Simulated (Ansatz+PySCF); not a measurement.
# singlet CS: levels of theory in one basis

```tsv
atom	x (Å)	y (Å)	z (Å)
C	0.0000	0.0000	-1.0272
S	0.0000	0.0000	0.3852
```

Basis set: def2-SVP (spherical functions). Left uncorrelated: 6 orbitals. Charge 0, multiplicity 1.

Computed with Ansatz (development build ahead of 0.2.0); each method stands on the lowest determinant of its kind that the runs found. NEVPT2 correlates all electrons. Active spaces start from the frontier orbitals, and the lowest solution found is given.

| method | E − E(RHF) (eV) | <S²> of the determinant |
| --- | --- | --- |
| RHF | 0.00 | 0.00 |
| RHF-MP2 | -6.41 | – |
| RHF-CCSD(T) | -7.20 | – |
| CASSCF(10,8) | -2.61 | – |

(1) What does SC-NEVPT2(10,8) give on the same scale?

(2) Is a single determinant a sound starting point here?

Results:

(1) -6.63 eV. NEVPT2 here correlates all electrons, so it doesn't share the others' frozen core.

(2) By this sign, yes. Unrestricted orbitals gain 0.00 eV and <S²> is 0.00 against 0.00 for a pure state. The CASSCF(10,8) natural occupations are 2.00, 1.98, 1.98, 1.95, 1.95, 0.06, 0.06, 0.02.
